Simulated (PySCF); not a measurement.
# Basis-set dependence of population analyses: `c1cc[nH]c1`

Compound: C₄H₅N.
Cartesian coordinates in Å at the PBE0-D3(BJ)/def2-SVP level; atoms count from 1:
```xyz
10
C4H5N angstrom
C      0.0276   -1.1872    0.1388
C     -1.1137   -0.3988   -0.1728
C     -0.6976    0.9144   -0.2389
N      0.6436    0.9394    0.0197
C      1.0998   -0.3272    0.2519
H      0.0613   -2.2673    0.2676
H     -2.1305   -0.7532   -0.3309
H     -1.2505    1.8267   -0.4511
H      1.2136    1.7726    0.0392
H      2.1465   -0.5197    0.4768
```

PBE0 throughout (PySCF), one geometry, spherical d and f functions. Isolated species at its PBE0-D3(BJ)/def2-SVP geometry, gas phase. Atoms taken as equivalent share a column and are averaged.

Mulliken charges (e):

```json
{"basis": "STO-3G", "functions": "30", "C1/C2": "-0.123", "C3/C5": "-0.027", "N4": "-0.269", "H6/H7": "+0.078", "H8/H10": "+0.087", "H9": "+0.239"}
{"basis": "6-31G", "functions": "55", "C1/C2": "-0.231", "C3/C5": "+0.066", "N4": "-0.720", "H6/H7": "+0.165", "H8/H10": "+0.185", "H9": "+0.351"}
{"basis": "pcSseg-0", "functions": "55", "C1/C2": "-0.317", "C3/C5": "+0.072", "N4": "-0.811", "H6/H7": "+0.232", "H8/H10": "+0.237", "H9": "+0.362"}
{"basis": "6-31G*", "functions": "80", "C1/C2": "-0.225", "C3/C5": "0.000", "N4": "-0.583", "H6/H7": "+0.161", "H8/H10": "+0.177", "H9": "+0.357"}
{"basis": "def2-SVP", "functions": "95", "C1/C2": "-0.082", "C3/C5": "+0.040", "N4": "-0.150", "H6/H7": "+0.019", "H8/H10": "+0.028", "H9": "+0.141"}
{"basis": "cc-pVDZ", "functions": "95", "C1/C2": "-0.062", "C3/C5": "+0.044", "N4": "-0.089", "H6/H7": "-0.007", "H8/H10": "+0.019", "H9": "+0.100"}
{"basis": "pcSseg-1", "functions": "110", "C1/C2": "-0.189", "C3/C5": "+0.108", "N4": "-0.412", "H6/H7": "+0.087", "H8/H10": "+0.104", "H9": "+0.191"}
{"basis": "aug-cc-pVDZ", "functions": "160", "C1/C2": "+0.757", "C3/C5": "+0.234", "N4": "-0.204", "H6/H7": "-0.436", "H8/H10": "-0.393", "H9": "-0.121"}
{"basis": "6-311+G(2d,p)", "functions": "165", "C1/C2": "-0.107", "C3/C5": "-0.142", "N4": "-0.189", "H6/H7": "+0.099", "H8/H10": "+0.118", "H9": "+0.252"}
{"basis": "def2-TZVP", "functions": "185", "C1/C2": "-0.173", "C3/C5": "-0.102", "N4": "-0.192", "H6/H7": "+0.118", "H8/H10": "+0.137", "H9": "+0.230"}
{"basis": "cc-pVTZ", "functions": "220", "C1/C2": "-0.167", "C3/C5": "-0.138", "N4": "-0.005", "H6/H7": "+0.113", "H8/H10": "+0.118", "H9": "+0.154"}
{"basis": "IGLO-III", "functions": "225", "C1/C2": "-0.144", "C3/C5": "-0.048", "N4": "-0.156", "H6/H7": "+0.081", "H8/H10": "+0.077", "H9": "+0.224"}
```

IAO charges (e):

```csv
basis,functions,C1/C2,C3/C5,N4,H6/H7,H8/H10,H9
STO-3G,30,-0.195,-0.112,-0.175,+0.135,+0.137,+0.244
6-31G,55,-0.220,-0.126,-0.222,+0.154,+0.158,+0.289
pcSseg-0,55,-0.222,-0.117,-0.214,+0.151,+0.153,+0.282
6-31G*,80,-0.216,-0.114,-0.219,+0.148,+0.151,+0.282
def2-SVP,95,-0.217,-0.115,-0.209,+0.146,+0.149,+0.281
cc-pVDZ,95,-0.221,-0.119,-0.214,+0.150,+0.154,+0.285
pcSseg-1,110,-0.222,-0.119,-0.220,+0.153,+0.156,+0.286
aug-cc-pVDZ,160,-0.228,-0.124,-0.224,+0.157,+0.160,+0.293
"6-311+G(2d,p)",165,-0.227,-0.123,-0.225,+0.157,+0.160,+0.293
def2-TZVP,185,-0.227,-0.122,-0.224,+0.156,+0.159,+0.291
cc-pVTZ,220,-0.226,-0.122,-0.223,+0.155,+0.159,+0.291
IGLO-III,225,-0.228,-0.124,-0.227,+0.158,+0.161,+0.294
```

Task: Which scheme is steadiest as the basis changes?

Result: Largest range over the bases for any column: IAO 0.05 e, Mulliken 1.07 e. IAO charges move least and Mulliken charges most, counted in e. Without the minimal STO-3G basis the ranges are IAO 0.02, Mulliken 1.07 e.

Task: How much do the charges still move between the two largest bases, cc-pVTZ and IGLO-III?

Result: At most, over all atoms: Mulliken 0.151 e, IAO 0.003 e.

Task: What do the same runs give for the total energy, the frontier levels and the dipole moment?

Result: 
| basis | energy (Eh) | HOMO (eV) | LUMO (eV) | μ (D) |
| --- | --- | --- | --- | --- |
| STO-3G | -207.3301 | -4.08 | 4.31 | 2.04 |
| 6-31G | -209.8656 | -5.84 | 1.58 | 2.00 |
| pcSseg-0 | -209.4518 | -6.17 | 1.32 | 2.04 |
| 6-31G* | -209.9156 | -5.75 | 1.62 | 1.97 |
| def2-SVP | -209.7760 | -6.01 | 1.29 | 2.05 |
| cc-pVDZ | -209.9390 | -5.92 | 1.38 | 2.03 |
| pcSseg-1 | -209.8985 | -6.11 | 1.12 | 1.99 |
| aug-cc-pVDZ | -209.9510 | -6.12 | -0.14 | 1.89 |
| 6-311+G(2d,p) | -209.9812 | -6.11 | 0.17 | 1.92 |
| def2-TZVP | -209.9995 | -6.08 | 1.04 | 1.96 |
| cc-pVTZ | -209.9948 | -6.05 | 1.13 | 1.95 |
| IGLO-III | -210.0036 | -6.12 | 0.56 | 1.92 |

The dipole is fixed by the density alone, so its range of 0.16 D shows that the density itself changes with the basis, not only its division among atoms.
